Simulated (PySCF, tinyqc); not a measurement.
RHF in the sto-3g basis, for LiH, spin multiplicity 1, step by step. The lowest restricted solution is unstable here: a spin-polarised one lies 0.0078 hartree lower (PySCF). One step of it, computed by the program tinyqc.

Question. Iteration 1: building the Fock matrix. J_ij = sum D_kl (ij|kl), K_ij = sum D_kl (ik|jl); F = H + J - 0.5 K; E = tr D H + tr D J / 2 - 0.25 tr D K + E_nn.

D at the start:
```
,1Li 1s,1Li 2s,1Li 2px,1Li 2py,1Li 2pz,2H 1s
1Li 1s,0.001905,-0.011925,0.000000,0.000000,-0.054273,0.057381
1Li 2s,-0.011925,0.074641,0.000000,0.000000,0.339704,-0.359161
1Li 2px,0.000000,0.000000,0.629450,-0.928812,0.000000,0.000000
1Li 2py,0.000000,0.000000,-0.928812,1.370550,0.000000,0.000000
1Li 2pz,-0.054273,0.339704,0.000000,0.000000,1.546048,-1.634600
2H 1s,0.057381,-0.359161,0.000000,0.000000,-1.634600,1.728224
```

core Hamiltonian H = T + V (hartree):
```
,1Li 1s,1Li 2s,1Li 2px,1Li 2py,1Li 2pz,2H 1s
1Li 1s,-4.641389,-1.041319,0.000000,0.000000,-0.008152,-0.068506
1Li 2s,-1.041319,-1.332005,0.000000,0.000000,-0.085272,-0.368197
1Li 2px,0.000000,0.000000,-1.083550,0.000000,0.000000,0.000000
1Li 2py,0.000000,0.000000,0.000000,-1.083550,0.000000,0.000000
1Li 2pz,-0.008152,-0.085272,0.000000,0.000000,-1.147381,-0.512888
2H 1s,-0.068506,-0.368197,0.000000,0.000000,-0.512888,-1.172398
```

Two-electron integrals (ij|kl) in chemists' order, unique and non-zero (hartree):
```
i,j,k,l,(ij|kl)
1,1,1,1,1.680395
2,1,1,1,0.265420
2,1,2,1,0.049941
2,2,1,1,0.397727
2,2,2,1,0.092860
2,2,2,2,0.290562
3,1,3,1,0.008981
3,2,3,1,0.013788
3,2,3,2,0.064184
3,3,1,1,0.396640
3,3,2,1,0.092880
3,3,2,2,0.290497
3,3,3,3,0.312946
4,1,4,1,0.008981
4,2,4,1,0.013788
4,2,4,2,0.064184
4,3,4,3,0.016869
4,4,1,1,0.396640
4,4,2,1,0.092880
4,4,2,2,0.290497
4,4,3,3,0.279207
4,4,4,4,0.312946
5,1,5,1,0.008981
5,2,5,1,0.013788
5,2,5,2,0.064184
5,3,5,3,0.016869
5,4,5,4,0.016869
5,5,1,1,0.396640
5,5,2,1,0.092880
5,5,2,2,0.290497
5,5,3,3,0.279207
5,5,4,4,0.279207
5,5,5,5,0.312946
6,1,1,1,0.016012
6,1,2,1,0.003055
6,1,2,2,0.005874
6,1,3,3,0.005800
6,1,4,4,0.005800
6,1,5,1,0.000412
6,1,5,2,0.000805
6,1,5,5,0.006026
6,1,6,1,0.000209
6,2,1,1,0.072104
6,2,2,1,0.017203
6,2,2,2,0.061806
6,2,3,3,0.058162
6,2,4,4,0.058162
6,2,5,1,0.002617
6,2,5,2,0.019576
6,2,5,5,0.069039
6,2,6,1,0.001293
6,2,6,2,0.027108
6,3,3,1,0.000955
6,3,3,2,0.005357
6,3,5,3,0.002543
6,3,6,3,0.001348
6,4,4,1,0.000955
6,4,4,2,0.005357
6,4,5,4,0.002543
6,4,6,4,0.001348
6,5,1,1,0.100384
6,5,2,1,0.024079
6,5,2,2,0.088610
6,5,3,3,0.082541
6,5,4,4,0.082541
6,5,5,1,0.004018
6,5,5,2,0.030285
6,5,5,5,0.100669
6,5,6,1,0.001844
6,5,6,2,0.041478
6,5,6,5,0.063794
6,6,1,1,0.235254
6,6,2,1,0.056708
6,6,2,2,0.224066
6,6,3,3,0.205658
6,6,4,4,0.205658
6,6,5,1,0.008110
6,6,5,2,0.079917
6,6,5,5,0.260743
6,6,6,1,0.004278
6,6,6,2,0.130599
6,6,6,5,0.204730
6,6,6,6,0.774606
```

nuclear repulsion = 0.70588334 hartree

Give: Coulomb J; exchange K; Fock matrix F; total energy of this density.

Answer.

Coulomb J (hartree):
```
,1Li 1s,1Li 2s,1Li 2px,1Li 2py,1Li 2pz,2H 1s
1Li 1s,1.4615,0.3429,0.0000,0.0000,0.0074,0.0223
1Li 2s,0.3429,1.1042,0.0000,0.0000,0.0672,0.3112
1Li 2px,0.0000,0.0000,1.0760,-0.0313,0.0000,0.0000
1Li 2py,0.0000,0.0000,-0.0313,1.1010,0.0000,0.0000
1Li 2pz,0.0074,0.0672,0.0000,0.0000,1.1351,0.4628
2H 1s,0.0223,0.3112,0.0000,0.0000,0.4628,1.4597
```

exchange K (hartree):
```
,1Li 1s,1Li 2s,1Li 2px,1Li 2py,1Li 2pz,2H 1s
1Li 1s,0.0311,0.0437,0.0000,0.0000,-0.0022,-0.0041
1Li 2s,0.0437,0.1876,0.0000,0.0000,-0.0133,0.0377
1Li 2px,0.0000,0.0000,0.2409,-0.2750,0.0000,0.0000
1Li 2py,0.0000,0.0000,-0.2750,0.4604,0.0000,0.0000
1Li 2pz,-0.0022,-0.0133,0.0000,0.0000,0.2819,-0.0244
2H 1s,-0.0041,0.0377,0.0000,0.0000,-0.0244,0.7074
```

Fock matrix F (hartree):
```
,1Li 1s,1Li 2s,1Li 2px,1Li 2py,1Li 2pz,2H 1s
1Li 1s,-3.1954,-0.7203,0.0000,0.0000,0.0004,-0.0442
1Li 2s,-0.7203,-0.3216,0.0000,0.0000,-0.0114,-0.0758
1Li 2px,0.0000,0.0000,-0.1280,0.1062,0.0000,0.0000
1Li 2py,0.0000,0.0000,0.1062,-0.2127,0.0000,0.0000
1Li 2pz,0.0004,-0.0114,0.0000,0.0000,-0.1532,-0.0379
2H 1s,-0.0442,-0.0758,0.0000,0.0000,-0.0379,-0.0663
```

total energy of this density = -1.765349 hartree
